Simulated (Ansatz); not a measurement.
**Lattice parameter a of 4H SiC at several levels of theory**

No measured value is used here.

| level (code) | value (Å) |
|---|---|
| LDA (Ansatz) | 3.058 |
| PBE (Ansatz) | 3.094 |
| r²SCAN (Ansatz) | ___ |
| HSE06 (Ansatz) | 3.073 |

Q: Fill in the missing entries.

A: 
- r²SCAN (Ansatz, a quantum-chemistry and plane-wave program), value (Å): 3.078

Cutoffs and k meshes differ between the levels. Ansatz's density-functional and Hartree–Fock values are scalar-relativistic unless marked +SOC, with PAW data made under PBE.
